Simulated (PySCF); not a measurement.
# Nitrogen: a sound run and one with changed settings

Sound run: N [He] 2s2 2p3, N+ [He] 2s2 2p2. Calculation: PySCF 2.14, in aug-cc-pVDZ (4s3p2d, 23 functions); no relativity, point nucleus. The sound run starts from symmetry-adapted Hartree-Fock orbitals and uses a fine grid where one is needed.

Changed run: 6 angular points. This setting is unsound on purpose.

| species | method | sound run (hartree) | changed run (hartree) | converged |
| --- | --- | --- | --- | --- |
| N | UHF | -54.39318 | -54.39318 | yes |
| N | LDA | -54.12066 | -54.12066 | yes |
| N | MN15 | -54.53351 | -54.53351 | yes |
| N+ | UHF | -53.88126 | -53.88126 | yes |
| N+ | LDA | -53.56872 | -53.61571 | yes |
| N+ | MN15 | -53.99735 | -53.98219 | yes |

Ionisation energy of N:

```
method  sound run (eV)  changed run (eV)
   UHF          13.930            13.930
   LDA          15.019            13.741
  MN15          14.589            15.002
```

A coarse angular grid integrates products of high-l functions wrongly, so density functionals can shift, and the SCF can exploit the error; Hartree-Fock and MP2 need no grid.

For comparison, NIST gives 14.534 eV between the lowest levels.
